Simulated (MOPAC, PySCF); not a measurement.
Stepwise substitution at one centre (Si Cl-SH). All species are isolated molecules in the gas phase. One relaxed conformer stands for each flexible species; it need not be the lowest. Strings in code marks are SMILES.

Quantity: redistribution energy (mixed species minus the weighted end members), in kcal/mol. Semi-empirical values (MOPAC) are differences of heats of formation.

Level 1: PBE-D3(BJ)/def2-TZVP // r2SCAN-D4/def2-TZVP (PySCF)
Level 2: BP86/6-31G* // r2SCAN-D4/def2-TZVP (PySCF)
Level 3: PBE/6-31G* // r2SCAN-D4/def2-TZVP (PySCF)
Level 4: PM7 // r2SCAN-D4/def2-TZVP (MOPAC)

```csv
species,level 1,level 2,level 3,level 4
"2 of 4 Cl replaced by SH: `Cl[Si](S)(Cl)S` (H–S–Si–Cl torsion 53°, Cl–Si–S–H torsion -53°)",1.17,1.41,1.49,?
3 of 4 Cl replaced by SH: `S[Si](S)(S)Cl`,-0.14,-0.07,-0.03,0.03
1 of 4 Cl replaced by SH: `S[Si](Cl)(Cl)Cl`,-0.03,-0.05,-0.01,-0.03
```

Question: What belongs in the gaps?

Answer: 
- 2 of 4 Cl replaced by SH: `Cl[Si](S)(Cl)S` (H–S–Si–Cl torsion 53°, Cl–Si–S–H torsion -53°), level 4: 1.47
